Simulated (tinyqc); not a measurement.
UKS/BLYP in the sto-6g basis, for BH, spin multiplicity 3, step by step (part 1 of 2). Computed by tinyqc, a small Python program that keeps every step (integrals from PySCF). Settings: charge = 0, multiplicity = 3, basis = sto-6g, energy threshold = 1e-10, iteration cap = 88, orthogonalisation = canonical, start = Wolfsberg-Helmholz matrix, DIIS depth = 3, method = UKS, functional = blyp, grid = [20, 14]. Command: `OMP_NUM_THREADS=1 python tinyqc.py 30440 30441 out.jsonl` (the two numbers bound the seeds that draw the settings). One thread of a shared host (Intel(R) Xeon(R) Processor @ 2.60GHz), about 4 s of CPU time with the checks. Later iterations appear only in the table of the cycle.

## One-electron integrals

Geometry (angstrom):
```
atom         x         y         z
B     0.000000  0.000000  0.000000
H     0.000000  0.000000  1.465000
```

Basis sto-6g: exponents (1/bohr^2) and contraction coefficients of normalised primitives:
```
element  l (shell)    exponent  coefficient
B            s (1)  506.011147     0.009164
B            s (1)   92.776814     0.049362
B            s (1)   25.955658     0.168538
B            s (1)    8.916445     0.370563
B            s (1)    3.462507     0.416492
B            s (1)    1.426054     0.130334
B            s (2)   23.194575    -0.013253
B            s (2)    4.590810    -0.046992
B            s (2)    1.426819    -0.033785
B            s (2)    0.548948     0.250242
B            s (2)    0.238410     0.595117
B            s (2)    0.109280     0.240706
B            p (3)   23.194575     0.003760
B            p (3)    4.590810     0.037679
B            p (3)    1.426819     0.173897
B            p (3)    0.548948     0.418036
B            p (3)    0.238410     0.425859
B            p (3)    0.109280     0.101708
H            s (1)   35.523221     0.009164
H            s (1)    6.513144     0.049361
H            s (1)    1.822143     0.168538
H            s (1)    0.625955     0.370563
H            s (1)    0.243077     0.416492
H            s (1)    0.100112     0.130334
```

Overlap, kinetic and nuclear-attraction integrals over the contracted functions; the nuclear repulsion is the sum of Za Zb / Rab.

nuclear repulsion = 1.80606557 hartree

overlap S:
```
           1B 1s     1B 2s    1B 2px    1B 2py    1B 2pz     2H 1s
1B 1s   1.000000  0.264891  0.000000  0.000000  0.000000  0.037073
1B 2s   0.264891  1.000000  0.000000  0.000000  0.000000  0.345247
1B 2px  0.000000  0.000000  1.000000  0.000000  0.000000  0.000000
1B 2py  0.000000  0.000000  0.000000  1.000000  0.000000  0.000000
1B 2pz  0.000000  0.000000  0.000000  0.000000  1.000000  0.387354
2H 1s   0.037073  0.345247  0.000000  0.000000  0.387354  1.000000
```

kinetic energy T (hartree):
```
            1B 1s      1B 2s    1B 2px    1B 2py    1B 2pz      2H 1s
1B 1s   10.947243  -0.333880  0.000000  0.000000  0.000000  -0.010370
1B 2s   -0.333880   0.374498  0.000000  0.000000  0.000000   0.033650
1B 2px   0.000000   0.000000  1.125026  0.000000  0.000000   0.000000
1B 2py   0.000000   0.000000  0.000000  1.125026  0.000000   0.000000
1B 2pz   0.000000   0.000000  0.000000  0.000000  1.125026   0.119866
2H 1s   -0.010370   0.033650  0.000000  0.000000  0.119866   0.768522
```

nuclear attraction V (hartree):
```
             1B 1s      1B 2s     1B 2px     1B 2py     1B 2pz      2H 1s
1B 1s   -23.752934  -2.839871   0.000000   0.000000  -0.012890  -0.438268
1B 2s    -2.839871  -4.107043   0.000000   0.000000  -0.117830  -1.180167
1B 2px    0.000000   0.000000  -4.080206   0.000000   0.000000   0.000000
1B 2py    0.000000   0.000000   0.000000  -4.080206   0.000000   0.000000
1B 2pz   -0.012890  -0.117830   0.000000   0.000000  -4.160199  -1.262998
2H 1s    -0.438268  -1.180167   0.000000   0.000000  -1.262998  -3.037274
```

core Hamiltonian H = T + V (hartree):
```
             1B 1s      1B 2s     1B 2px     1B 2py     1B 2pz      2H 1s
1B 1s   -12.805691  -3.173751   0.000000   0.000000  -0.012890  -0.448639
1B 2s    -3.173751  -3.732545   0.000000   0.000000  -0.117830  -1.146517
1B 2px    0.000000   0.000000  -2.955180   0.000000   0.000000   0.000000
1B 2py    0.000000   0.000000   0.000000  -2.955180   0.000000   0.000000
1B 2pz   -0.012890  -0.117830   0.000000   0.000000  -3.035172  -1.143133
2H 1s    -0.448639  -1.146517   0.000000   0.000000  -1.143133  -2.268752
```

## Two-electron integrals

Functions are numbered as in S; the eight-fold symmetry (ij|kl) = (ji|kl) = (kl|ij) leaves the list below.

Two-electron integrals (ij|kl) in chemists' order, unique and non-zero (hartree):
```
(11|11) 2.924993   (21|11) 0.480756   (21|21) 0.099484   (22|11) 0.743449
(22|21) 0.188967   (22|22) 0.544922   (31|31) 0.021096   (32|31) 0.030854
(32|32) 0.120443   (33|11) 0.743450   (33|21) 0.188967   (33|22) 0.544922
(33|33) 0.587109   (41|41) 0.021096   (42|41) 0.030854   (42|42) 0.120443
(43|43) 0.031641   (44|11) 0.743450   (44|21) 0.188967   (44|22) 0.544922
(44|33) 0.523827   (44|44) 0.587109   (51|51) 0.021096   (52|51) 0.030854
(52|52) 0.120443   (53|53) 0.031641   (54|54) 0.031641   (55|11) 0.743450
(55|21) 0.188967   (55|22) 0.544922   (55|33) 0.523827   (55|44) 0.523827
(55|55) 0.587109   (61|11) 0.069394   (61|21) 0.013928   (61|22) 0.026289
(61|33) 0.026148   (61|44) 0.026148   (61|51) 0.001096   (61|52) 0.002108
(61|55) 0.026573   (61|61) 0.002023   (62|11) 0.186754   (62|21) 0.048407
(62|22) 0.156137   (62|33) 0.151526   (62|44) 0.151526   (62|51) 0.005640
(62|52) 0.034749   (62|55) 0.165359   (62|61) 0.007226   (62|62) 0.065534
(63|31) 0.004753   (63|32) 0.022332   (63|53) 0.006292   (63|63) 0.006631
(64|41) 0.004753   (64|42) 0.022332   (64|54) 0.006292   (64|64) 0.006631
(65|11) 0.184992   (65|21) 0.048573   (65|22) 0.164676   (65|33) 0.156183
(65|44) 0.156183   (65|51) 0.009507   (65|52) 0.055245   (65|55) 0.181662
(65|61) 0.007578   (65|62) 0.080530   (65|65) 0.103567   (66|11) 0.359347
(66|21) 0.095008   (66|22) 0.346803   (66|33) 0.327378   (66|44) 0.327378
(66|51) 0.012282   (66|52) 0.102503   (66|55) 0.385650   (66|61) 0.014429
(66|62) 0.194037   (66|65) 0.257770   (66|66) 0.774999
```

## Orthogonalisation

S = U s U^T; canonical form X = U s^(-1/2), so that X^T S X = 1. Each column of U has its largest component positive (the first on a tie).

eigenvalues of S: 0.459439  0.801509  1.000000  1.000000  1.173496  1.565557

X:
```
                1          2          3         4          5         6
1B 1s    0.316261   0.765152   0.000000  0.000000   0.582667  0.234915
1B 2s   -0.783011  -0.534171   0.000000  0.000000   0.415008  0.428533
1B 2px   0.000000   0.000000   0.999991  0.004195   0.000000  0.000000
1B 2py   0.000000   0.000000  -0.004195  0.999991   0.000000  0.000000
1B 2pz  -0.704631   0.546330   0.000000  0.000000  -0.532485  0.357352
2H 1s    0.983328  -0.279955   0.000000  0.000000  -0.238500  0.521752
```

Within a degenerate level the vectors are fixed only up to a rotation; this is one choice.

## Starting guess

The start is the generalised Wolfsberg-Helmholz matrix (K = 1.75) built on H; D(s) = C_occ C_occ^T for each spin.

D(alpha) at the start:
```
            1B 1s      1B 2s    1B 2px    1B 2py     1B 2pz      2H 1s
1B 1s    0.992133  -0.006510  0.000000  0.000000  -0.079238  -0.073988
1B 2s   -0.006510   0.162525  0.000000  0.000000   0.235510   0.173530
1B 2px   0.000000   0.000000  1.000000  0.000000   0.000000   0.000000
1B 2py   0.000000   0.000000  0.000000  1.000000   0.000000   0.000000
1B 2pz  -0.079238   0.235510  0.000000  0.000000   0.346184   0.256175
2H 1s   -0.073988   0.173530  0.000000  0.000000   0.256175   0.189811
```

D(beta) at the start:
```
            1B 1s      1B 2s    1B 2px    1B 2py     1B 2pz      2H 1s
1B 1s    0.992133  -0.006510  0.000000  0.000000  -0.079238  -0.073988
1B 2s   -0.006510   0.162525  0.000000  0.000000   0.235510   0.173530
1B 2px   0.000000   0.000000  0.000000  0.000000   0.000000   0.000000
1B 2py   0.000000   0.000000  0.000000  0.000000   0.000000   0.000000
1B 2pz  -0.079238   0.235510  0.000000  0.000000   0.346184   0.256175
2H 1s   -0.073988   0.173530  0.000000  0.000000   0.256175   0.189811
```

## Iteration 1: exchange-correlation on the grid

Becke grid with 20 radial and 14 angular points per atom, points of zero weight dropped. rho = sum D_ij phi_i phi_j; V_xc,ij = sum w v_xc phi_i phi_j plus the gradient terms; v_xc is d(rho eps)/d rho(s) for spin s at fixed gradient.

The 12 grid points with the largest w rho, of 552 (bohr, atomic units):
```
x                  y         z         w  rho(alpha)  rho(beta)     eps_xc  v_xc(alpha)
0.000000    0.000000  1.509555  0.606223    0.073098   0.073098  -0.428378    -0.557862
0.871542   -0.871542  0.871542  0.933747    0.064969   0.025390  -0.398201    -0.501833
0.871542    0.871542  0.871542  0.933747    0.064969   0.025390  -0.398201    -0.501833
-0.871542   0.871542  0.871542  0.933747    0.064969   0.025390  -0.398201    -0.501833
-0.871542  -0.871542  0.871542  0.933747    0.064969   0.025390  -0.398201    -0.501833
1.154176   -1.154176  1.154176  1.883476    0.027731   0.011701  -0.318261    -0.373670
1.154176    1.154176  1.154176  1.883476    0.027731   0.011701  -0.318261    -0.373670
-1.154176   1.154176  1.154176  1.883476    0.027731   0.011701  -0.318261    -0.373670
-1.154176  -1.154176  1.154176  1.883476    0.027731   0.011701  -0.318261    -0.373670
0.000000    0.000000  1.111795  0.356471    0.095536   0.095536  -0.467088    -0.606863
0.641895   -0.641895  0.641895  0.413997    0.113097   0.042054  -0.463048    -0.611881
0.641895    0.641895  0.641895  0.413997    0.113097   0.042054  -0.463048    -0.611881
```

electrons on the grid, sum of w rho = 6.005061

E_xc = sum of w rho eps_xc = -4.43426586 hartree

V_xc(alpha) (hartree):
```
            1B 1s      1B 2s     1B 2px     1B 2py     1B 2pz      2H 1s
1B 1s   -1.915249  -0.273571   0.000000   0.000000  -0.006106  -0.041215
1B 2s   -0.273571  -0.480831   0.000000   0.000000  -0.056308  -0.149996
1B 2px   0.000000   0.000000  -0.496051   0.000000   0.000000   0.000000
1B 2py   0.000000   0.000000   0.000000  -0.496051   0.000000   0.000000
1B 2pz  -0.006106  -0.056308   0.000000   0.000000  -0.450462  -0.165640
2H 1s   -0.041215  -0.149996   0.000000   0.000000  -0.165640  -0.410117
```

V_xc(beta) (hartree):
```
            1B 1s      1B 2s     1B 2px     1B 2py     1B 2pz      2H 1s
1B 1s   -1.892915  -0.254272   0.000000   0.000000  -0.006350  -0.039048
1B 2s   -0.254272  -0.367308   0.000000   0.000000  -0.068169  -0.135791
1B 2px   0.000000   0.000000  -0.344095   0.000000   0.000000   0.000000
1B 2py   0.000000   0.000000   0.000000  -0.344095   0.000000   0.000000
1B 2pz  -0.006350  -0.068169   0.000000   0.000000  -0.413809  -0.162139
2H 1s   -0.039048  -0.135791   0.000000   0.000000  -0.162139  -0.407749
```

## Iteration 1: building the Kohn-Sham matrix

J_ij = sum D_kl (ij|kl) with D = D(alpha) + D(beta); F = H + J + V_xc; E = tr D H + tr D J / 2 + E_xc + E_nn.

Coulomb J (hartree):
```
           1B 1s     1B 2s    1B 2px    1B 2py    1B 2pz     2H 1s
1B 1s   8.469813  1.636867  0.000000  0.000000  0.040375  0.235870
1B 2s   1.636867  3.515533  0.000000  0.000000  0.222700  1.068079
1B 2px  0.000000  0.000000  3.502785  0.000000  0.000000  0.000000
1B 2py  0.000000  0.000000  0.000000  3.502785  0.000000  0.000000
1B 2pz  0.040375  0.222700  0.000000  0.000000  3.541023  1.164143
2H 1s   0.235870  1.068079  0.000000  0.000000  1.164143  2.526489
```

F(alpha) (hartree):
```
            1B 1s      1B 2s    1B 2px    1B 2py     1B 2pz      2H 1s
1B 1s   -6.251127  -1.810456  0.000000  0.000000   0.021379  -0.253984
1B 2s   -1.810456  -0.697844  0.000000  0.000000   0.048563  -0.228435
1B 2px   0.000000   0.000000  0.051554  0.000000   0.000000   0.000000
1B 2py   0.000000   0.000000  0.000000  0.051554   0.000000   0.000000
1B 2pz   0.021379   0.048563  0.000000  0.000000   0.055388  -0.144630
2H 1s   -0.253984  -0.228435  0.000000  0.000000  -0.144630  -0.152380
```

F(beta) (hartree):
```
            1B 1s      1B 2s    1B 2px    1B 2py     1B 2pz      2H 1s
1B 1s   -6.228792  -1.791157  0.000000  0.000000   0.021135  -0.251816
1B 2s   -1.791157  -0.584320  0.000000  0.000000   0.036701  -0.214230
1B 2px   0.000000   0.000000  0.203510  0.000000   0.000000   0.000000
1B 2py   0.000000   0.000000  0.000000  0.203510   0.000000   0.000000
1B 2pz   0.021135   0.036701  0.000000  0.000000   0.092042  -0.141128
2H 1s   -0.251816  -0.214230  0.000000  0.000000  -0.141128  -0.150013
```

total energy of this density = -24.79098003 hartree

## Iteration 1: diagonalisation and new density

Diagonalise F' = X^T F X, C = X C', fill 4 alpha and 2 beta electrons from the bottom; D(s) = C_occ C_occ^T. Each column has its largest component positive (the first on a tie).

F' = X^T F X (alpha) (hartree):
```
           1          2         3         4          5          6
1   0.162011  -0.608662  0.000000  0.000000  -0.497420  -0.365281
2  -0.608662  -2.300093  0.000000  0.000000  -2.564502  -1.306936
3   0.000000   0.000000  0.051554  0.000000   0.000000   0.000000
4   0.000000   0.000000  0.000000  0.051554   0.000000   0.000000
5  -0.497420  -2.564502  0.000000  0.000000  -3.066648  -1.638575
6  -0.365281  -1.306936  0.000000  0.000000  -1.638575  -1.071921
```

orbital energies (alpha) (hartree): MO1 -6.255559, MO2 -0.243497, MO3 -0.107886, MO4 0.051554, MO5 0.051554, MO6 0.330290

coefficients C (alpha):
```
              MO1        MO2        MO3        MO4       MO5        MO6
1B 1s    0.992106  -0.231507  -0.163069   0.000000  0.000000  -0.125310
1B 2s    0.029124   0.723905   0.637746   0.000000  0.000000   0.568076
1B 2px   0.000000   0.000000   0.000000   0.995624  0.093448   0.000000
1B 2py   0.000000   0.000000   0.000000  -0.093448  0.995624   0.000000
1B 2pz  -0.001795  -0.014064  -0.536402   0.000000  0.000000   0.958276
2H 1s   -0.004958   0.516833  -0.584367   0.000000  0.000000  -0.875094
```

F' = X^T F X (beta) (hartree):
```
           1          2         3         4          5          6
1   0.206417  -0.584997  0.000000  0.000000  -0.516321  -0.402765
2  -0.584997  -2.250307  0.000000  0.000000  -2.596660  -1.323096
3   0.000000   0.000000  0.203510  0.000000   0.000000   0.000000
4   0.000000   0.000000  0.000000  0.203510   0.000000   0.000000
5  -0.516321  -2.596660  0.000000  0.000000  -3.016784  -1.614079
6  -0.402765  -1.323096  0.000000  0.000000  -1.614079  -1.036115
```

orbital energies (beta) (hartree): MO1 -6.232433, MO2 -0.197368, MO3 -0.036462, MO4 0.203510, MO5 0.203510, MO6 0.369476

coefficients C (beta):
```
              MO1        MO2        MO3       MO4        MO5        MO6
1B 1s    0.992946  -0.157446  -0.223192  0.000000   0.000000  -0.140061
1B 2s    0.026105   0.446030   0.818825  0.000000   0.000000   0.619855
1B 2px   0.000000   0.000000   0.000000  0.521409   0.853307   0.000000
1B 2py   0.000000   0.000000   0.000000  0.853307  -0.521409   0.000000
1B 2pz  -0.001963   0.116252  -0.545103  0.000000   0.000000   0.946343
2H 1s   -0.004193   0.721845  -0.352061  0.000000   0.000000  -0.854045
```

D(alpha) after iteration 1:
```
            1B 1s      1B 2s     1B 2px     1B 2py     1B 2pz      2H 1s
1B 1s    1.064461  -0.242692   0.000000   0.000000   0.088946  -0.029277
1B 2s   -0.242692   0.931607   0.000000   0.000000  -0.352322   0.001316
1B 2px   0.000000   0.000000   0.991268  -0.093039   0.000000   0.000000
1B 2py   0.000000   0.000000  -0.093039   0.008732   0.000000   0.000000
1B 2pz   0.088946  -0.352322   0.000000   0.000000   0.287929   0.306196
2H 1s   -0.029277   0.001316   0.000000   0.000000   0.306196   0.608627
```

D(beta) after iteration 1:
```
            1B 1s      1B 2s    1B 2px    1B 2py     1B 2pz      2H 1s
1B 1s    1.010732  -0.044305  0.000000  0.000000  -0.020252  -0.117815
1B 2s   -0.044305   0.199624  0.000000  0.000000   0.051801   0.321855
1B 2px   0.000000   0.000000  0.000000  0.000000   0.000000   0.000000
1B 2py   0.000000   0.000000  0.000000  0.000000   0.000000   0.000000
1B 2pz  -0.020252   0.051801  0.000000  0.000000   0.013518   0.083924
2H 1s   -0.117815   0.321855  0.000000  0.000000   0.083924   0.521078
```

Within a degenerate level the vectors are fixed only up to a rotation; this is one choice.

## Iteration 2: exchange-correlation on the grid

As before.

The 12 grid points with the largest w rho, of 552 (bohr, atomic units):
```
x                  y          z         w  rho(alpha)  rho(beta)     eps_xc  v_xc(alpha)
1.509555    0.000000   0.000000  0.842700    0.077158   0.005448  -0.414975    -0.508763
-1.509555   0.000000   0.000000  0.842700    0.077158   0.005448  -0.414975    -0.508763
1.999091    0.000000   0.000000  1.806956    0.031354   0.002311  -0.327695    -0.365210
-1.999091   0.000000   0.000000  1.806956    0.031354   0.002311  -0.327695    -0.365210
0.871542   -0.871542  -0.871542  0.948142    0.060618   0.002624  -0.388386    -0.464756
-0.871542   0.871542  -0.871542  0.948142    0.060618   0.002624  -0.388386    -0.464756
0.000000    0.000000   1.509555  0.606223    0.051947   0.043453  -0.375919    -0.495157
1.111795    0.000000   0.000000  0.368683    0.137024   0.009928  -0.485373    -0.631517
-1.111795   0.000000   0.000000  0.368683    0.137024   0.009928  -0.485373    -0.631517
-0.871542  -0.871542  -0.871542  0.948142    0.053253   0.002624  -0.374435    -0.443609
0.871542    0.871542  -0.871542  0.948142    0.053253   0.002624  -0.374435    -0.443609
1.154176   -1.154176  -1.154176  2.033908    0.024681   0.001052  -0.308907    -0.333089
```

electrons on the grid, sum of w rho = 5.988973

E_xc = sum of w rho eps_xc = -4.46663963 hartree

V_xc(alpha) (hartree):
```
            1B 1s      1B 2s     1B 2px     1B 2py     1B 2pz      2H 1s
1B 1s   -1.921441  -0.264713   0.000000   0.000000   0.004521  -0.039286
1B 2s   -0.264713  -0.458223   0.000000   0.000000   0.017021  -0.145120
1B 2px   0.000000   0.000000  -0.500601   0.009291   0.000000   0.000000
1B 2py   0.000000   0.000000   0.009291  -0.409197   0.000000   0.000000
1B 2pz   0.004521   0.017021   0.000000   0.000000  -0.464948  -0.163889
2H 1s   -0.039286  -0.145120   0.000000   0.000000  -0.163889  -0.485208
```

V_xc(beta) (hartree):
```
            1B 1s      1B 2s     1B 2px     1B 2py     1B 2pz      2H 1s
1B 1s   -1.893461  -0.250938   0.000000   0.000000  -0.000395  -0.037880
1B 2s   -0.250938  -0.354662   0.000000   0.000000  -0.034959  -0.132760
1B 2px   0.000000   0.000000  -0.353203   0.000588   0.000000   0.000000
1B 2py   0.000000   0.000000   0.000588  -0.338953   0.000000   0.000000
1B 2pz  -0.000395  -0.034959   0.000000   0.000000  -0.371901  -0.159617
2H 1s   -0.037880  -0.132760   0.000000   0.000000  -0.159617  -0.468031
```

## Iteration 2: building the Kohn-Sham matrix

As before.

Coulomb J (hartree):
```
           1B 1s     1B 2s     1B 2px     1B 2py    1B 2pz     2H 1s
1B 1s   8.253134  1.572673   0.000000   0.000000  0.008970  0.225080
1B 2s   1.572673  3.373411   0.000000   0.000000  0.112588  1.039923
1B 2px  0.000000  0.000000   3.377177  -0.005888  0.000000  0.000000
1B 2py  0.000000  0.000000  -0.005888   3.315001  0.000000  0.000000
1B 2pz  0.008970  0.112588   0.000000   0.000000  3.428050  1.143178
2H 1s   0.225080  1.039923   0.000000   0.000000  1.143178  2.665016
```

F(alpha) (hartree):
```
            1B 1s      1B 2s     1B 2px     1B 2py     1B 2pz      2H 1s
1B 1s   -6.473998  -1.865791   0.000000   0.000000   0.000601  -0.262844
1B 2s   -1.865791  -0.817357   0.000000   0.000000   0.011780  -0.251714
1B 2px   0.000000   0.000000  -0.078604   0.003403   0.000000   0.000000
1B 2py   0.000000   0.000000   0.003403  -0.049376   0.000000   0.000000
1B 2pz   0.000601   0.011780   0.000000   0.000000  -0.072071  -0.163844
2H 1s   -0.262844  -0.251714   0.000000   0.000000  -0.163844  -0.088944
```

F(beta) (hartree):
```
            1B 1s      1B 2s     1B 2px     1B 2py     1B 2pz      2H 1s
1B 1s   -6.446018  -1.852016   0.000000   0.000000  -0.004315  -0.261438
1B 2s   -1.852016  -0.713796   0.000000   0.000000  -0.040200  -0.239354
1B 2px   0.000000   0.000000   0.068794  -0.005300   0.000000   0.000000
1B 2py   0.000000   0.000000  -0.005300   0.020867   0.000000   0.000000
1B 2pz  -0.004315  -0.040200   0.000000   0.000000   0.020977  -0.159572
2H 1s   -0.261438  -0.239354   0.000000   0.000000  -0.159572  -0.071768
```

total energy of this density = -25.05384206 hartree
